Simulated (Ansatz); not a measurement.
**AlN₂+ (triplet): wave-function methods side by side, def2-QZVPP**

An exercise on one series of results from a longer session: the logs are not shown, and one member is left open.

The runs use Ansatz 0.2.0, Gaussian basis; def2-QZVPP, core rule «outside noble gas», up to 7 orbitals frozen.

Plan: UHF; ROHF; CCSD(T) on UHF.

## What is computed

The geometry is a PBE0/def2-TZVP stationary point (not a proven minimum) of the parent state, kept for this charge and spin.

3 atoms, charge 1, spin multiplicity 3.

Atoms are counted from 1 here; the program's logs count them from 0.

Bond lengths: N1–Al2 1.795 Å, Al2–N3 1.795 Å. Angles: N1–Al2–N3 180.0°.

As a file:

```tsv
atom	x (Å)	y (Å)	z (Å)
N1	0.0000	0.0000	1.7953
Al2	0.0000	0.0000	0.0000
N3	0.0000	0.0000	-1.7953
```

Set-up of the first run:

in.yaml

```yaml
crystal:
  periodic: [false, false, false]
  atoms:
    - {symbol: N, position_ang: [0.000000, 0.000000, 1.795300]}
    - {symbol: Al, position_ang: [0.000000, 0.000000, 0.000000]}
    - {symbol: N, position_ang: [0.000000, 0.000000, -1.795300]}
basis:
  gaussian: {orbitals: "def2-QZVPP.json"}
total_charge: 1
magnetization: {spin_polarized: true, initial_magnetization: 2}
hamiltonian: {xc: hf}
output: {orbitals: {seedname: orbitals}}
```

Started as:

```sh
ansatz run in.yaml --threads 1 --pin off --events-out ev --progress --plain --max-ram 2393MiB
```

Among the steps run: UHF; ROHF; CCSD(T) on UHF.

One of the session's tables, all rows but one given; the rest of the session is left out.

| method | from UCCSD(T) (meV) |
| --- | --- |
| ROHF | +12083.2 |
| UHF | ? |
| UMP2 | +1540.6 |
| UCCSD | +482.5 |
| UCCSD(T) | 0 |

Q: Estimate the row for UHF from the others.

**Answer.** from UCCSD(T) (meV): +10045.1. In the column «from UCCSD(T) (meV)» it lies between UMP2 (+1540.6) and ROHF (+12083.2).

The program flags UCCSD(T) as in doubt (see the logs), so the zero of the table is itself unsure.

Caveats from the session: The determinant is far from a pure spin state, so its energy mixes those of several spin states (harmless only where they are near-degenerate, as at dissociation). The program flags UCCSD(T) as in doubt, so the zero of the table is itself unsure.
